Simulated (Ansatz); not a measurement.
# BH₃ (quintet): wave-function methods side by side, def2-QZVPP

The task here is to estimate one member of a computed series from the others.

The runs use Ansatz 0.2.0, Gaussian basis; def2-QZVPP, core rule «outside noble gas», up to 1 orbitals frozen.

To be run: UHF; ROHF; CCSD(T) on UHF.

2 further runs of the same task are left out: 2 set aside as unsound or not needed.

## The system

The geometry is a PBE0/def2-TZVP stationary point (not a proven minimum) of the parent state, kept for this charge and spin.

4 atoms, charge 0, spin multiplicity 5.

Atoms are counted from 1 here; the program's logs count them from 0.

Bond lengths: B1–H2 1.281 Å, B1–H3 1.186 Å, B1–H4 1.281 Å. Angles: H2–B1–H3 117.7°, H2–B1–H4 49.8°, H3–B1–H4 117.7°.

Geometry (Å):

```xyz
4
charge 0, multiplicity 5
B    -0.11489    0.00001    0.08905
H     0.31142    0.53909   -0.99189
H     0.60949   -0.00005    1.02862
H     0.31134   -0.53913   -0.99189
```

Set-up of the first run:

File in.yaml:

```yaml
crystal:
  periodic: [false, false, false]
  atoms:
    - {symbol: B, position_ang: [-0.114887, 0.000009, 0.089052]}
    - {symbol: H, position_ang: [0.311423, 0.539087, -0.991887]}
    - {symbol: H, position_ang: [0.609492, -0.000048, 1.028622]}
    - {symbol: H, position_ang: [0.311340, -0.539134, -0.991888]}
basis:
  gaussian: {orbitals: "def2-QZVPP.json"}
magnetization: {spin_polarized: true, initial_magnetization: 4}
hamiltonian: {xc: hf}
output: {orbitals: {seedname: orbitals}}
```

Run with:

```sh
$ ansatz run in.yaml --threads 1 --pin off --events-out ev --progress --plain --max-ram 2393MiB
```

Among the steps run: UHF; ROHF; CCSD(T) on UHF.

One of the session's tables, all rows but one given; the rest of the session is left out.

It belongs to the step «Misses and costs». 

```
  method  from UCCSD(T) (meV)
    ROHF              +3108.3
     UHF                    ?
    UMP2               +641.0
   UCCSD               +130.5
UCCSD(T)                    0
```

**Question.** Estimate the row for UHF.

**Answer.** from UCCSD(T) (meV): +3055.8. In the column «from UCCSD(T) (meV)» it lies between UMP2 (+641.0) and ROHF (+3108.3).
